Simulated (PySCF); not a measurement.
## Computed NMR parameters against published values

Mapped SMILES: `[CH3:1][CH2:2][CH2:3][C:4](=[O:5])[Cl:6]` (H(Xn): hydrogen on atom n).

[PySCF 2.14: PBE0-D3(BJ)/def2-TZVP structure; shielding tensors at B97-2/pcSseg-2 (GIAO); rapidly exchanging positions averaged; gas phase; one conformer; non-relativistic Hamiltonian]

Reference values: measured (solution, not stated per compound (mostly CDCl3 or CCl4); Pretsch, Buehlmann, Badertscher, Structure Determination of Organic Compounds, 4th ed. (2009)).
```csv
atoms,quantity,reference,computed,"computed, scaled"
C3,δ ¹³C,48.9,53.5,49.5
C2,δ ¹³C,18.8,22.8,20.0
C1,δ ¹³C,13.0,15.6,13.0
H(C3),δ ¹H,2.87,2.88,2.85
H(C2),δ ¹H,1.74,1.65,1.69
H(C1),δ ¹H,1.00,0.91,1.00
```

Computed shifts are σ(ref) − σ with the named reference compound (TMS for H and C) calculated as an isolated molecule at the same level. The measured values may be among those fitted. Scaled to experiment by linear calibration (H and C: mostly CDCl3 data, vs TMS): ¹³C: δ = 176.83 − 0.965σ -4.5 per attached Cl (rms 2.0 ppm, 507 shifts, 2.1 ppm with the 1 outlier that the fit left out); ¹H: δ = 29.81 − 0.938σ (rms 0.14 ppm, 293 shifts, 0.16 ppm with the 4 outliers that the fit left out). A few per cent of atoms miss by over 2 rms, more outside the fitted compound classes.

(1) How far are the unscaled ¹³C shifts from the references?

(2) How far are the unscaled ¹H shifts from the references?

## Answers

(1) Mean signed difference +3.73 ppm, mean absolute 3.73 ppm over 3 comparisons; the largest is +4.6 ppm at C3 (sp3 CH2 α to a carbonyl).

(2) Mean signed difference -0.06 ppm, mean absolute 0.06 ppm over 3 comparisons; the largest is -0.09 ppm at H(C2) (hydrogen on an sp3 CH2).
